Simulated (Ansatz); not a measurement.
## How far each method lies from RCCSDT(Q) for H3Si–PH2, singlet

Geometry: a PBE0/def2-TZVP stationary point for this spin, not checked as a minimum.

```yaml
atoms:
  - { symbol: Si, position_ang: [-0.0346, 0.0000, 1.1398] }
  - { symbol: P, position_ang: [0.0909, 0.0000, -1.1125] }
  - { symbol: H, position_ang: [0.6699, -1.2091, 1.6403] }
  - { symbol: H, position_ang: [0.6699, 1.2091, 1.6403] }
  - { symbol: H, position_ang: [-1.4250, 0.0000, 1.6660] }
  - { symbol: H, position_ang: [-0.8719, -1.0346, -1.2599] }
  - { symbol: H, position_ang: [-0.8719, 1.0346, -1.2599] }
```

Basis cc-pVDZ; Ansatz 0.2.0. Correlated methods freeze the noble-gas cores, which leaves 14 electrons in 51 orbitals. R marks a restricted (for open shells ROHF) determinant. Active spaces: frontier = (8e, 8o) about the gap.

Full CI isn't at hand for all of this; RCCSDT(Q) serves as the reference, and is uncertain by the last step of the cluster series or more.

The UHF ⟨S²⟩ is 0.000 and the T1 diagnostic (RCCSD) is 0.0116. The largest doubles amplitude (RCCSD) is 0.042.

```
   level  E − E(RHF) (eV)
    RMP2          -6.3480
   RCCSD          -7.6401
RCCSD(T)          -7.8375
```

Q: Estimate how far RCCSDT(Q) in cc-pVDZ lies from RCCSD(T). The table doesn't fix it; the size of (T) and the diagnostics are the guide.

A: RCCSDT(Q) in cc-pVDZ lies 40 meV below RCCSD(T), which is 20 % of the (T) step (-197 meV). The diagnostics are small and one determinant leads, so the series closes fast and only a small part of (T) is left.

The other levels:

```tsv
level	E − E(RCCSDT(Q)) (meV)	share of correlation (%)	wall time
CISD	999	87.32	1.4 s
BCCD(T)	40	99.50	0.75 s
RCCSDT	10	99.87	–
CASSCF (frontier space)	6222	21.02	–
NEVPT2 (frontier space)	1457	81.50	13 s
MRCISD (frontier space)	629	92.02	–
MRCISD+Q (frontier space)	50	99.37	15 s
```

The correlation energy at RCCSDT(Q), counted from RHF, is -7.878 eV. That run took 17 s on 1 thread of Intel Xeon 6975P-C, shared host.

Times hold each run's SCF and search for its determinant on a shared host, so for small cases they say little of a method's own cost; they ran on 1 thread of Intel Xeon 6975P-C.

Atomization energy (electronic, same basis, no zero-point term; atoms at the same level, unrestricted beside the R rows where the molecule is a closed shell, with restricted open-shell steps beyond CCSDT(Q)) at RCCSDT(Q): 1729.1 kJ/mol. Errors of other levels:

| level | error (kJ/mol) |
| --- | --- |
| RHF | -371.3 |
| RMP2 | -43.6 |
| CISD | -85.4 |
| RCCSD | -15.6 |
| RCCSD(T) | -1.8 |
| BCCD(T) | -1.7 |
| RCCSDT | -0.7 |

This basis is far from its limit, so the value isn't to be set against a measured one. Truncated CI isn't size-consistent, which counts against it in atomization.
